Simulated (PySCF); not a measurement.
# Working out the ionisation energy of Be

Be [He] 2s2 (1S) → Be⁺ [He] 2s1 (2S). Computed with PySCF 2.14 in aug-cc-pCVQZ-DK (9s8p6d4f2g, 109 functions), with the spin-free X2C one-electron Hamiltonian (Gaussian nucleus). Frozen: nothing. Energies in hartree (1 hartree = 27.21139 eV):

```tsv
part	Be (lower)	Be⁺ (upper)
UHF	-14.575483	-14.279870
MP2 opposite-spin	-0.072118	-0.041662
MP2 same-spin	-0.001416	-0.000909
```

Task: What does Hartree-Fock give?

Result: (-14.279870) − (-14.575483) = 0.295613 hartree = 8.044 eV.

Task: What do MP2 and SCS-MP2 (6/5 opposite-spin, 1/3 same-spin) give?

Result: The opposite-spin parts differ by 0.829 eV and the same-spin parts by 0.014 eV. MP2: 8.044 + (0.829) + (0.014) = 8.887 eV. SCS-MP2: 8.044 + 1.2 × (0.829) + (0.014)/3 = 9.043 eV.

Measured between the centres of the two terms (NIST): 9.323 eV, so MP2 (valence and next inner shell) is off by -0.436 eV.

What remains against the reference includes basis incompleteness and correlation beyond second order.
